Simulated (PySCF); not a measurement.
Potential energy curve for SMILES ClCC. The C2–Cl8 bond (C2 also carries C, H, H; Cl8 carries nothing else) is pulled apart rigidly from the PBE0/def2-TZVP optimised geometry.

- RKS-BP86/6-31G* = restricted BP86/6-31G*, spherical d (PySCF)
- UHF/3-21G = unrestricted Hartree-Fock/3-21G (PySCF 2.14.0)
- UKS-BP86/6-31G* = unrestricted BP86/6-31G*, spherical d run with PySCF
- UCCSD(T) = CCSD(T) on UHF/cc-pVDZ, 7 core orbitals frozen (PySCF 2.14.0)

Energies relative to the lowest point of each curve near equilibrium, in kJ/mol; the last columns give the difference from UCCSD(T):

| R / Å | RKS-BP86/6-31G* | UHF/3-21G | UKS-BP86/6-31G* | UCCSD(T) | RKS-BP86/6-31G* − UCCSD(T) | UHF/3-21G − UCCSD(T) | UKS-BP86/6-31G* − UCCSD(T) |
|---|---|---|---|---|---|---|---|
| 1.35 | 483.4 | 611.6 | 483.4 | 506.9 | -23.5 | 104.7 | -23.5 |
| 1.43 | 283.2 | 376.5 | 283.2 | 293.3 | -10.1 | 83.2 | -10.1 |
| 1.53 | 129.8 | 190.1 | 129.8 | 130.8 | -1.0 | 59.2 | -1.0 |
| 1.60 | 66.3 | 108.5 | 66.3 | 64.5 | 1.8 | 44.0 | 1.8 |
| 1.67 | 27.7 | 55.1 | 27.7 | 25.2 | 2.5 | 29.9 | 2.5 |
| 1.72 | 11.6 | 30.1 | 11.6 | 9.4 | 2.2 | 20.7 | 2.2 |
| 1.79 | 0.9 | 9.0 | 0.9 | 0.0 | 0.9 | 9.0 | 0.9 |
| 1.85 | 0.0 | 1.1 | 0.0 | 0.7 | -0.7 | 0.4 | -0.7 |
| 1.88 | 1.8 | 0.0 | 1.8 | 3.4 | -1.7 | -3.4 | -1.7 |
| 1.98 | 15.4 | 6.7 | 15.4 | 20.5 | -5.1 | -13.8 | -5.1 |
| 2.07 | 34.5 | 22.9 | 34.5 | 42.8 | -8.3 | -19.9 | -8.3 |
| 2.22 | 73.7 | 62.9 | 73.7 | 87.1 | -13.4 | -24.2 | -13.4 |
| 2.39 | 121.3 | 112.6 | 121.3 | 143.2 | -21.8 | -30.6 | -21.8 |
| 2.67 | 195.1 | 162.0 | 195.1 | 230.2 | -35.1 | -68.2 | -35.1 |
| 2.98 | 262.0 | 188.6 | 261.8 | 299.2 | -37.2 | -110.6 | -37.3 |
| 3.21 | 300.6 | 198.6 | 294.8 | 325.9 | -25.3 | -127.3 | -31.1 |
| 3.54 | 342.0 | 206.0 | 322.9 | 342.2 | -0.1 | -136.2 | -19.3 |
| 3.95 | 376.0 | 210.0 | 341.8 | 349.0 | 27.0 | -139.0 | -7.2 |
| 4.36 | — | 211.7 | 351.8 | 351.4 | — | -139.7 | 0.4 |
| 4.81 | — | 212.5 | 357.6 | 352.5 | — | -140.0 | 5.2 |
| 5.41 | — | 212.9 | 361.3 | 353.0 | — | -140.2 | 8.2 |
| 6.20 | — | 213.1 | — | 353.3 | — | -140.2 | — |

RKS-BP86/6-31G* is furthest from UCCSD(T) at 2.98 (-37.2 kJ/mol, below); its mean absolute difference over the points is 12.1 kJ/mol.

UHF/3-21G is furthest from UCCSD(T) at 6.20 (-140.2 kJ/mol, below); its mean absolute difference over the points is 72.0 kJ/mol.

UKS-BP86/6-31G* is furthest from UCCSD(T) at 2.98 (-37.3 kJ/mol, below); its mean absolute difference over the points is 11.3 kJ/mol.

A dash means that the run gave no value there, or that the column was ended at a point which the program doubted or which failed a test of continuity chosen for this set; such a test can also cut sound points.

The restricted form behind RKS-BP86/6-31G* keeps the bonding electrons paired and can't separate into open-shell fragments. The unrestricted determinant behind UHF/3-21G, UCCSD(T) is spin-contaminated at 2.39 to 6.20 Å (<S²> up to 1.0, against 0.00 for a pure singlet). The unrestricted solution behind UKS-BP86/6-31G* changes between 5.41 and 6.20 Å, which can leave a kink. The unrestricted determinant behind UKS-BP86/6-31G* is spin-contaminated at 2.98 to 5.41 Å (<S²> up to 0.8, against 0.00 for a pure singlet).
